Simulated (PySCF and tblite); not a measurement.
The numbers below are computed, except where a source is named.
C₆H₁₀, numbered as in [CH:1]#[C:2][CH2:3][CH2:4][CH2:5][CH3:6].

Conformers came from 90 starts (ETKDG and KDG, MMFF94s, GFN2-xTB); geometries are PBE0-D3(BJ)/def2-SVP. Free energies are PBE0-D3(BJ)/def2-TZVP single points with GFN2-xTB rigid-rotor and vibrational terms (modes under about 100 cm⁻¹ blended into free rotors). Symmetry numbers and mirror images are counted. Conformers within 4 kcal/mol (GFN2-xTB free energy) were kept, 7 at most. Couplings: B3LYP/pcSseg-1 with pcJ-1 on H (gas phase; spin-dipole term only for pairs with B, N, F, Si or P). Couplings are for ¹H; a prime marks the second kind of pair between the same two sets of atoms. Run with PySCF (density fitting) and tblite.

Torsions listed: C2–C3–C4–C5, C3–C4–C5–C6. Of a mirror pair one member is shown.

| conformer | shape | weight % |
| --- | --- | --- |
| 1 | -63°, 179° | 41.8 |
| 2 | 180°, 180° | 22.7 |
| 3 | -58°, -60° | 20.7 |
| 4 | -178°, -65° | 13.2 |
| 5 | 78°, -66° | 1.6 |

Task: Give the couplings in each conformer and the averages at 298.15 K (pairs that fast motion interchanges averaged).

Result: 
```json
{"coupling": "⁴J(H1,H3)", "pairs": "2", "1": "-4.3", "2": "-4.3", "3": "-4.3", "4": "-4.3", "average (Hz)": "-4.3"}
{"coupling": "²J(H3,H3)", "pairs": "1", "1": "-19.4", "2": "-19.1", "3": "-19.7", "4": "-18.9", "average (Hz)": "-19.4"}
{"coupling": "³J(H3,H4)", "pairs": "2", "1": "3.5", "2": "14.9", "3": "4.8", "4": "15.2", "average (Hz)": "8.0"}
{"coupling": "³J(H3,H4′)", "pairs": "2", "1": "9.9", "2": "4.5", "3": "9.5", "4": "4.5", "average (Hz)": "7.9"}
{"coupling": "²J(H4,H4)", "pairs": "1", "1": "-14.5", "2": "-14.8", "3": "-14.9", "4": "-15.3", "average (Hz)": "-14.8"}
{"coupling": "³J(H4,H5)", "pairs": "2", "1": "14.6", "2": "14.6", "3": "3.7", "4": "3.0", "average (Hz)": "10.8"}
{"coupling": "³J(H4,H5′)", "pairs": "2", "1": "4.3", "2": "4.3", "3": "9.3", "4": "9.7", "average (Hz)": "6.1"}
{"coupling": "²J(H5,H5)", "pairs": "1", "1": "-14.9", "2": "-14.7", "3": "-15.6", "4": "-15.7", "average (Hz)": "-15.1"}
{"coupling": "³J(H5,H6)", "pairs": "6", "1": "8.2", "2": "8.1", "3": "8.2", "4": "8.3", "average (Hz)": "8.2"}
{"coupling": "²J(H6,H6)", "pairs": "3", "1": "-14.2", "2": "-14.2", "3": "-14.3", "4": "-14.4", "average (Hz)": "-14.2"}
```
